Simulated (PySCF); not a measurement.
**Li₂−: bond curves at several levels of theory**

One job finds the state of Li₂−, follows it along the bond with each method and fits the curves.

Program: PySCF 2.14.0. Level of theory: Li aug-cc-pVDZ-DK, spin-free X2C with a Gaussian nucleus. These are calculated values, not measurements.

4 further runs of the same task are left out: 4 set aside as unsound or not needed.

### Step 1. The job

A driver script around PySCF takes these settings:

```
atoms                         : Li, Li
charge                        : -1
basis                         : Li aug-cc-pVDZ-DK
Hamiltonian                   : spin-free X2C with a Gaussian nucleus
basis functions               : 46
electrons treated             : 7
masses in u                   : 7.0160, 7.0160
levels                        : PBE0, PBE, r²SCAN, B97-3, r²SCAN0, BP86, CAM-B3LYP, MP2, SCS-MP2, CCSD, CCSD(T)
grid                          : 80 radial by 434 angular points
occupations                   : held fixed by the projection of orbital angular momentum
dissociation limit            : Li + Li−, each in its ground configuration
starting distance in angstrom : 2.670
values of 2S to try           : 1, 3
```

On the command line:

```sh
> OMP_NUM_THREADS=1 python dia.py task.json out
```

After this run come: First curve: PBE0; PBE (GGA); r²SCAN (meta-GGA); B97-3; r²SCAN0 (hybrid meta-GGA); BP86 (GGA); CAM-B3LYP (range-separated hybrid); MP2 and coupled cluster.

Before running it: what results should come out? Wanted: for each run, Re; ωe; De.

As calculated:

Lowest PBE0 solution found, without spin–orbit coupling: ²Σu⁺ (doublet), unpaired electrons σ ↑.

```
       level  Re (Å)  ωe (cm⁻¹)  De (eV)
    ROHF-MP2   3.126      224.6     0.68
ROHF-SCS-MP2   3.143      219.6     0.68
   ROHF-CCSD   3.078      227.0     0.76
ROHF-CCSD(T)   3.071      228.8     0.81
         PBE   3.056      229.5     0.90
        BP86   3.079      222.4     0.85
      r²SCAN   3.153      214.7     0.91
        PBE0   3.099      224.0     0.87
     r²SCAN0   3.159      214.2     0.91
       B97-3   3.093      221.0     0.82
   CAM-B3LYP   3.076      223.2     0.78
```

De is counted to Li + Li− in their ground configurations. ⟨S²⟩ is off the pure value of 0.75 by over a tenth at PBE 0.83, BP86 0.83, r²SCAN 0.93, PBE0 0.88, r²SCAN0 0.95.

What this shows: Bond lengths run from 3.056 Å (PBE) to 3.159 Å (r²SCAN0). Of the levels with a De here, ROHF-MP2 gives the least (0.68 eV) and r²SCAN0 the most (0.91 eV).

T1 is 0.054 near the minimum (highest on the curve 0.062), which may point to more than one leading configuration. With some functionals the highest level of the anion is positive, from self-interaction error or because the anion is truly unbound there; the finite basis then holds the extra electron, and no neutral molecule was run to test the binding.
